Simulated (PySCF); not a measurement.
**Calculated NMR parameters of c1ccccc1**

- Formula: C6H6
- SMILES: c1ccccc1
- InChI: InChI=1S/C6H6/c1-2-4-6-5-3-1/h1-6H
- Point group of the computed structure: D6h
- Degrees of unsaturation: 4
- Carbon signals: 1
- Proton signals: 1

Atoms are numbered as in `[cH:1]1[cH:2][cH:3][cH:4][cH:5][cH:6]1` (H(Xn): hydrogen on atom n).

Level of theory: σ from GIAO-PBE/pcSseg-2, PBE0-D3(BJ)/def2-SVP structure, B3LYP/pcJ-1 coupling constants (without the spin–dipole term), in PySCF 2.14.0 with density-fitted response routines (no solvent, one averaged value for each set of equivalent atoms, a single conformation, non-relativistic Hamiltonian).

Shifts are taken against calculated references (same method and geometry level): $^{1}$H, $^{13}$C vs TMS.

| carbon | δC, type | δH (multiplicity, J in Hz) | HMBC from (abs. J ≥ 3 Hz) | span of the C tensor (ppm) |
| --- | --- | --- | --- | --- |
| C1/C2/C3/C4/C5/C6 | 136.2, CH | 7.54 (s) | H(C1)/H(C2)/H(C3)/H(C4)/H(C5)/H(C6) | 238 |

Selected couplings (Hz, signed; the shortest-range and largest first, 30 at most; isotopes $^{13}$C, $^{1}$H): $^{1}J$(C1,H(C1)) 166.3.

1. Carbon types of the structure: 6 × CH, which accounts for all hydrogens.
2. δC 136.2: aromatic CH; the aromatic region.
3. δH 7.54: hydrogen on an aromatic CH; aromatic region.

Shifts are as computed, not scaled to solution data. Of 1211 compounds with measured shifts, 218 miss one by over three times the rms of a fit or turn the order of signals round; such compounds aren't used in these exercises.
